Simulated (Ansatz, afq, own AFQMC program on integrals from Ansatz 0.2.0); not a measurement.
## Al$_{2}$H$_{3}$, doublet in cc-pVDZ, levels against CCSDT(Q)

```xyz
5

Al    0.0000    0.0000    0.9607
Al    0.0000    0.0000   -0.9913
H     0.0000    1.4042    1.6997
H     0.0000   -1.4042    1.6997
H     0.0000    0.0000   -2.5807
```

Connectivity, by distances: AlH2–AlH.

Basis cc-pVDZ. Noble-gas cores (and the filled d shells of Ga–Kr and In–Xe) are frozen. Integrals, coupled cluster, full CI and functionals: Ansatz 0.2.0; the random walks run on the same integrals in our own AFQMC program. ph-AFQMC/CISD is guided by a CISD state made of CCSD amplitudes; releasing the constraint for a short imaginary time cuts its bias at the price of noise, slowly where states lie close. Uncertainties: one standard error, sampling alone.

Determinant: UHF, the one that the program's search chose, which needn't be the lowest solution. The geometry is a point of a scan.

No full CI on the walks' own integrals is used here; CCSDT(Q) serves as the reference and is uncertain by about the last step of the cluster series.

Cautions: the released energies are still falling, so no released level is given (meV from the phaseless value at times in 1/Eh: 4 ± 10 at 0.24, -1 ± 9 at 0.51, 3 ± 9 at 0.99, -6 ± 8 at 1.62, -20 ± 9 at 2.40), though the last usable value meets CCSDT(Q) within the noise.

* T1 diagnostic: 0.0186
* weight of the determinant in the CISD state: 0.885
* ⟨S²⟩ of the determinant: 0.763
* size of the correlated space: 9 electrons in 41 orbitals

| level | correlation energy (eV) |
| --- | --- |
| MP2 | -3.2184 |
| CCSD | -4.2227 |
| CCSD(T) | -4.3225 |

Q: Estimate where phaseless AFQMC with a CISD trial lies against CCSD(T) on the same integrals.

A: 2.2 ± 0.9 kJ/mol below CCSD(T).

Reference: CCSDT(Q), correlation energy -4.357 eV.

```json
{"level": "CCSD(T)", "E − E(reference) (kJ/mol)": "3.4", "share of correlation (%)": "99.20"}
{"level": "CCSDT", "E − E(reference) (kJ/mol)": "0.4", "share of correlation (%)": "99.90"}
{"level": "ph-AFQMC/HF", "E − E(reference) (kJ/mol)": "-2.2 ± 4.0", "share of correlation (%)": "100.53"}
{"level": "ph-AFQMC/CISD", "E − E(reference) (kJ/mol)": "1.1 ± 0.9", "share of correlation (%)": "99.73"}
```

A walk keeps the symmetry of its determinant, which the program's search chose and which needn't be the lowest solution, so a lower state of the same spin and another symmetry isn't excluded.
